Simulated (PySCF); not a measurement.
# Oxygen: a sound run and one with changed settings

Sound run: O [He] 2s2 2p4, O⁺ [He] 2s2 2p3. Calculation: PySCF 2.14, in 6-31G*; the non-relativistic Hamiltonian (point nucleus). The sound run starts from symmetry-adapted Hartree-Fock orbitals and uses a fine grid where one is needed.

Changed run: 14 angular points. This setting is unsound on purpose.

| species | method | sound run (hartree) | changed run (hartree) | converged |
| --- | --- | --- | --- | --- |
| O | UHF | -74.78318 | -74.78318 | yes |
| O | r2SCAN | -75.02240 | -75.02342 | yes |
| O | PBE0 | -74.98386 | -74.98360 | yes |
| O⁺ | UHF | -74.34108 | -74.34108 | yes |
| O⁺ | r2SCAN | -74.52150 | -74.52150 | yes |
| O⁺ | PBE0 | -74.47896 | -74.47896 | yes |

Ionisation energy of O:

```tsv
method	sound run (eV)	changed run (eV)
UHF	12.030	12.030
r2SCAN	13.630	13.658
PBE0	13.739	13.732
```

A coarse angular grid integrates products of high-l functions wrongly, so density functionals can shift, and the SCF can exploit the error; Hartree-Fock and MP2 need no grid.

For comparison, NIST gives 13.618 eV between the lowest levels.
